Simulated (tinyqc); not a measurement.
Worked calculation: Pariser-Parr-Pople SCF with singles CI, for the molecule C=CC=C[CH2+] (SMILES; centres numbered as the heavy atoms are written). Computed by tinyqc, a small Python program that keeps every step. Settings: charge = 1, gamma = Ohno, start = huckel, damping = 0, iteration cap = 61, excitations kept = 6. Command: `OMP_NUM_THREADS=1 python tinyqc.py 25894 25895 out.jsonl` (the two numbers bound the seeds that draw the settings). One thread of a shared host (Intel(R) Xeon(R) Processor @ 2.60GHz), about 0.02 s of CPU time with the checks. Later iterations appear only in the table of the cycle.

## PPP integrals

Centres (angstrom, eV; a flat drawing with bonds scaled to 1.40 angstrom):
```
centre          x          y  core charge z          W   gamma_rr
1C      -2.425000  -0.280000              1  11.160000  11.130000
2C      -1.212000   0.420000              1  11.160000  11.130000
3C       0.000000  -0.280000              1  11.160000  11.130000
4C       1.212000   0.420000              1  11.160000  11.130000
5C       2.425000  -0.280000              1  11.160000  11.130000
```

Resonance integrals (eV):
```
i  j       beta
1  2  -2.390000
2  3  -2.390000
3  4  -2.390000
4  5  -2.390000
```

Ohno: gamma = 14.399645/sqrt(R^2 + a^2), a = 2 x 14.399645/(gamma_rr + gamma_ss); H_rr = -W_r - sum_(s != r) z_s gamma_rs; H_rs = beta for bonds.

repulsion gamma_rs (eV), order 1C, 2C, 3C, 4C, 5C:
```
[[11.130000, 7.552439, 5.239019, 3.670370, 2.868686],
 [7.552439, 11.130000, 7.554960, 5.240702, 3.670370],
 [5.239019, 7.554960, 11.130000, 7.554960, 5.239019],
 [3.670370, 5.240702, 7.554960, 11.130000, 7.552439],
 [2.868686, 3.670370, 5.239019, 7.552439, 11.130000]]
```

core matrix H (eV), order 1C, 2C, 3C, 4C, 5C:
```
[[-30.490515, -2.390000, 0.000000, 0.000000, 0.000000],
 [-2.390000, -35.178471, -2.390000, 0.000000, 0.000000],
 [0.000000, -2.390000, -36.747958, -2.390000, 0.000000],
 [0.000000, 0.000000, -2.390000, -35.178471, -2.390000],
 [0.000000, 0.000000, 0.000000, -2.390000, -30.490515]]
```

## Starting guess

pi electrons, sum of z_r less the charge = 4

Orbitals of the Hueckel matrix of the beta values.

P at the start, order 1C, 2C, 3C, 4C, 5C:
```
[[0.666667, 0.788675, 0.333333, -0.211325, -0.333333],
 [0.788675, 1.000000, 0.577350, 0.000000, -0.211325],
 [0.333333, 0.577350, 0.666667, 0.577350, 0.333333],
 [-0.211325, 0.000000, 0.577350, 1.000000, 0.788675],
 [-0.333333, -0.211325, 0.333333, 0.788675, 0.666667]]
```

## Iteration 1: Fock matrix

F_rr = H_rr + P_rr gamma_rr / 2 + sum_(s != r) P_ss gamma_rs; F_rs = H_rs - P_rs gamma_rs / 2; E = tr P (H + F) / 2 + core repulsion sum_(r<s) z_r z_s gamma_rs.

F (eV), order 1C, 2C, 3C, 4C, 5C:
```
[[-10.152569, -5.368211, -0.873170, 0.387820, 0.478114],
 [-5.368211, -11.854256, -4.570929, 0.000000, 0.387820],
 [-0.873170, -4.570929, -10.942680, -4.570929, -0.873170],
 [0.387820, 0.000000, -4.570929, -11.854256, -5.368211],
 [0.478114, 0.387820, -0.873170, -5.368211, -10.152569]]
```

pi energy = -55.062631 eV

## Iteration 1: orbitals and new P

Diagonalise F (the basis is taken as orthonormal) and form P = 2 sum c c over the lowest orbitals.

orbital energies (eV): [-19.924173, -17.030921, -8.957220, -5.454018, -3.589997]

P after iteration 1, order 1C, 2C, 3C, 4C, 5C:
```
[[0.618494, 0.791466, 0.332835, -0.202933, -0.275815],
 [0.791466, 1.058232, 0.571626, -0.047459, -0.202933],
 [0.332835, 0.571626, 0.646548, 0.571626, 0.332835],
 [-0.202933, -0.047459, 0.571626, 1.058232, 0.791466],
 [-0.275815, -0.202933, 0.332835, 0.791466, 0.618494]]
```

## Iteration 2: Fock matrix

As before.

F (eV), order 1C, 2C, 3C, 4C, 5C:
```
[[-10.010718, -5.378749, -0.871865, 0.372420, 0.395613],
 [-5.378749, -11.917646, -4.549307, 0.124360, 0.372420],
 [-0.871865, -4.549307, -10.679516, -4.549307, -0.871865],
 [0.372420, 0.124360, -4.549307, -11.917646, -5.378749],
 [0.395613, 0.372420, -0.871865, -5.378749, -10.010718]]
```

pi energy = -55.154816 eV

## Iteration 2: orbitals and new P

As before.

orbital energies (eV): [-19.788919, -17.033196, -8.823635, -5.415141, -3.475353]

P after iteration 2, order 1C, 2C, 3C, 4C, 5C:
```
[[0.605381, 0.794308, 0.332580, -0.195732, -0.253832],
 [0.794308, 1.079984, 0.566277, -0.060803, -0.195732],
 [0.332580, 0.566277, 0.629269, 0.566277, 0.332580],
 [-0.195732, -0.060803, 0.566277, 1.079984, 0.794308],
 [-0.253832, -0.195732, 0.332580, 0.794308, 0.605381]]
```

## Iteration 3: Fock matrix

As before.

F (eV), order 1C, 2C, 3C, 4C, 5C:
```
[[-9.967709, -5.389480, -0.871197, 0.359205, 0.364082],
 [-5.389480, -11.960302, -4.529101, 0.159325, 0.359205],
 [-0.871197, -4.529101, -10.584392, -4.529101, -0.871197],
 [0.359205, 0.159325, -4.529101, -11.960302, -5.389480],
 [0.364082, 0.359205, -0.871197, -5.389480, -9.967709]]
```

pi energy = -55.168272 eV

## Iteration 3: orbitals and new P

As before.

orbital energies (eV): [-19.752249, -17.043481, -8.782584, -5.407937, -3.454164]

P after iteration 3, order 1C, 2C, 3C, 4C, 5C:
```
[[0.601436, 0.796149, 0.332353, -0.191976, -0.244911],
 [0.796149, 1.088745, 0.563209, -0.064908, -0.191976],
 [0.332353, 0.563209, 0.619637, 0.563209, 0.332353],
 [-0.191976, -0.064908, 0.563209, 1.088745, 0.796149],
 [-0.244911, -0.191976, 0.332353, 0.796149, 0.601436]]
```

## Convergence

Stop when output and input P, before any damping, agree to 1e-7.

Course of the cycle:
```
iteration        E (eV)  largest |P(out) - P(in)|
1          -55.06263148                  5.82e-02
2          -55.15481639                  2.20e-02
3          -55.16827222                  9.63e-03
4          -55.17070340                  4.79e-03
5          -55.17117922                  2.28e-03
6          -55.17127491                  1.06e-03
7          -55.17129432                  4.84e-04
8          -55.17129827                  2.20e-04
9          -55.17129908                  1.00e-04
10         -55.17129924                  4.53e-05
11         -55.17129928                  2.05e-05
12         -55.17129928                  9.25e-06
13         -55.17129929                  4.18e-06
14         -55.17129929                  1.89e-06
15         -55.17129929                  8.52e-07
16         -55.17129929                  3.85e-07
17         -55.17129929                  1.74e-07
18         -55.17129929                  7.84e-08
```

Converged in 18 iterations.

## Converged orbitals

Charges are z - P_rr.

orbital energies (eV): [-19.735533, -17.059418, -8.760148, -5.404952, -3.453018]

coefficients, order 1C, 2C, 3C, 4C, 5C:
```
[[0.300469, 0.457592, -0.549862, 0.539082, 0.327674],
 [0.507012, 0.539082, -0.016503, -0.457592, -0.492612],
 [0.552552, 0.000000, 0.628299, 0.000000, 0.547656],
 [0.507012, -0.539082, -0.016503, 0.457592, -0.492612],
 [0.300469, -0.457592, -0.549862, -0.539082, 0.327674]]
```

pi charges: [0.400656, -0.095343, 0.389373, -0.095343, 0.400656]

## Singles CI, singlets

Over the 6 single excitations with the smallest orbital gaps: A = (e_a - e_i) delta + 2 (ia|jb) - (ij|ab), with (pq|rs) = sum c_mp c_mq gamma_mn c_nr c_ns. f = 2/3 w |mu|^2 in atomic units, mu = sqrt2 sum c_ia sum_m c_mi c_ma R_m.

singlet CI matrix (eV), order 2>3, 1>3, 2>4, 2>5, 1>4, 1>5:
```
[[4.114641, 0.000000, 0.000000, -0.324103, 0.855987, 0.000000],
 [0.000000, 6.007599, 0.066683, 0.000000, 0.000000, -0.530558],
 [0.000000, 0.066683, 7.007398, 0.000000, 0.000000, -0.895644],
 [-0.324103, 0.000000, 0.000000, 8.019677, -0.696637, 0.000000],
 [0.855987, 0.000000, 0.000000, -0.696637, 8.804815, 0.000000],
 [0.000000, -0.530558, -0.895644, 0.000000, 0.000000, 10.065520]]
```

singlet excitation energies (eV): [3.953405, 5.936747, 6.770995, 7.618369, 9.367360, 10.372775]

oscillator strengths: [1.091233, 0.006486, 0.207881, 0.024054, 0.005840, 0.108841]

## Singles CI, triplets

Over the 6 single excitations with the smallest orbital gaps: A = (e_a - e_i) delta - (ij|ab), with (pq|rs) = sum c_mp c_mq gamma_mn c_nr c_ns.

triplet CI matrix (eV), order 2>3, 1>3, 2>4, 2>5, 1>4, 1>5:
```
[[1.951205, 0.000000, 0.000000, -0.149910, 1.270051, 0.000000],
 [0.000000, 4.247101, 1.270051, 0.000000, 0.000000, -0.882276],
 [0.000000, 1.270051, 5.078726, 0.000000, 0.000000, -1.742463],
 [-0.149910, 0.000000, 0.000000, 6.852075, -1.742463, 0.000000],
 [1.270051, 0.000000, 0.000000, -1.742463, 7.836914, 0.000000],
 [0.000000, -0.882276, -1.742463, 0.000000, 0.000000, 8.926588]]
```

triplet excitation energies (eV): [1.679843, 3.304128, 5.052611, 5.637515, 9.322836, 9.895676]
